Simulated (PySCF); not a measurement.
Record of a relaxation.

Species: ketene, C2H2O.
Numbering: `[CH2:1]=[C:2]=[O:3]` (hydrogens: H4, H5 on C1)

Method: PBE0/6-31+G* geometry optimisation, gas phase (PySCF 2.14.0); density fitting, grid level 1; the optimiser is geomeTRIC in internal coordinates, started from a GFN2-xTB structure. The frame can shift and turn from step to step; on so coarse a grid that alone can change the energy by a few meV, and forces under 0.02 eV/Å are noise.

Step 0: E = -4147.7270 eV, largest atomic force 1.459 eV/Å
```
atom  x, y, z in Å  |  force x, y, z in eV/Å
C1     -0.501    0.015    0.150   -1.394   0.039   0.428
C2      0.731   -0.020   -0.227    0.950  -0.027  -0.288
O3      1.841   -0.053   -0.566    0.668  -0.017  -0.210
H4     -1.111   -0.866    0.135   -0.153  -0.453  -0.056
H5     -0.951    0.927    0.490   -0.071   0.458   0.125
```

Step 1: E = -4147.7591 eV, largest atomic force 0.173 eV/Å
```
atom  x, y, z in Å  |  force x, y, z in eV/Å
C1     -0.584   -0.005    0.199   -0.073  -0.001   0.028
C2      0.670   -0.038   -0.188    0.164  -0.002  -0.055
O3      1.785   -0.068   -0.534   -0.070   0.003   0.020
H4     -1.176   -0.912    0.175   -0.009   0.011   0.005
H5     -1.013    0.930    0.541   -0.012  -0.011   0.002
```

Step 2: E = -4147.7593 eV, largest atomic force 0.023 eV/Å
```
atom  x, y, z in Å  |  force x, y, z in eV/Å
C1     -0.583   -0.006    0.200   -0.003   0.008   0.004
C2      0.671   -0.038   -0.189    0.017  -0.010  -0.012
O3      1.786   -0.066   -0.536   -0.018   0.003   0.005
H4     -1.177   -0.912    0.177    0.007  -0.002  -0.001
H5     -1.013    0.928    0.542   -0.004  -0.001   0.003
```

**Question.** Summarise the path.

**Answer.** The energy falls by 0.75 kcal/mol from step 0 to step 2; nine tenths of that is first reached at step 1. It falls at every step. The largest force goes from 1.459 to 0.023 eV/Å. Among the bonds C1=C2 changes most, from 1.289 to 1.314 Å; the atoms move by 0.018 Å rms after alignment.

**Question.** Follow the three bonds and two angles with the largest change from start to end.

**Answer.** 
```tsv
step	E above end (kcal/mol)	largest force (eV/Å)	C1=C2 (Å)	C1–H4 (Å)	C1–H5 (Å)	H4–C1–H5 (°)	C2–C1–H5 (°)
0	0.75	1.459	1.289	1.072	1.072	117.7	121.2
1	0.00	0.173	1.313	1.083	1.083	120.9	119.6
2	0.00	0.023	1.314	1.083	1.083	120.6	119.6
```

The cost below is that of the whole optimisation. Hardware: one thread, Arm Neoverse N1 (aarch64), on a shared host. Cost: 4.3 s, 0.27 GiB resident at most.
